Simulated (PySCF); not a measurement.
BHCl2.
SMILES: `ClBCl`

Linear response at PBE0/aug-cc-pVTZ (PySCF, frozen core in the response, non-relativistic). Isolated species at its PBE0-D3(BJ)/def2-TZVP geometry, gas phase.

Static isotropic polarisability: 42.64 au (6.32 Å³), principal values 32.8, 39.6, 55.4 au.

(1) What is the polarisability at 1064 nm and at the sodium D line?

(2) What is the isotropic C6 coefficient between two such molecules, C6 = (3/π)∫α(iω)² dω?

(3) Which effective excitation energy ω̄ makes London's formula C6 = (3/4)α²ω̄ exact here?

(4) What three-body coefficient follows from the one-pole estimate C9 = (3/4)·α·C6?

(5) The lowest 10 singlets have (eV, f): 5.74, 0.001; 5.85, 0.000; 6.92, 0.147; 8.10, 0.027; 8.39, 0.043; 8.40, 0.059; 8.69, 0.002; 8.71, 0.000; 8.78, 0.000; 8.84, 0.093. What share of the static polarisability do they carry in the sum over states α = Σ f/ω²?

(6) What n − 1 at the D line would an ideal gas of it have at 273.15 K and 1 atm (2.6868 × 10¹⁹ cm⁻³), by n − 1 = 2π·N·α′?

Answers

(1) 43.01 au at 1064 nm (+0.9 %), 43.87 au at 589.3 nm (+2.9 %). The rise at 589.3 nm is 3.36 times that at 1064 nm; a pure ω² law gives 3.26. The lowest singlet lies at 216 nm, shorter than both wavelengths.

(2) 725.7 au (Eh·bohr⁶) by a ten-point quadrature over imaginary frequencies, which is 434 eV·Å⁶ or 41.8 J·nm⁶/mol.

(3) ω̄ = 4·C6/(3α²) = 0.532 Eh = 14.5 eV. A one-pole form α(ω) = α/(1 − ω²/ω̄²) fitted to the 1064 nm value gives 12.6 eV.

(4) 23200 au. This is an estimate from the two numbers above, not a computed integral.

(5) 4.57 au, 10.7 % of α; the largest term, 2.27 au, is that of the state at 6.92 eV. Their oscillator strengths add up to 0.37. Higher states carry the rest.

(6) 10.98 × 10⁻⁴, a formal value whether or not that pressure can be reached.

On one thread, Arm Neoverse N1 (aarch64), on a shared host, this took 16 s of wall time (with the writing of density and orbital grids) and 0.60 GiB of memory at its peak. This is the whole response run at PBE0/aug-cc-pVTZ, SCF included.
